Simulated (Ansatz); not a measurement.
# Cohesive energies along the alkaline-earth metals

These are results of DFT, r2SCAN, plane waves (500 eV) with PAW, scalar-relativistic (Ansatz), not measurements. The PAW files were generated under PBE, with cores re-solved for the functional.

The free atom is spin-polarised, without symmetry, in a box of 14 × 14.4 × 14.8 Å, in the lowest state that the tried spin starts reached (hybrids start from one state alone); no zero-point energy, no spin-orbit coupling, no dispersion.

Problem. Rank by cohesive energy per atom, weakest first.
A. strontium (fcc)
B. barium (bcc)
C. beryllium (hcp)
D. calcium (fcc)

Solution. A (1.79 eV), B (1.99 eV), D (2.08 eV), C (3.80 eV).
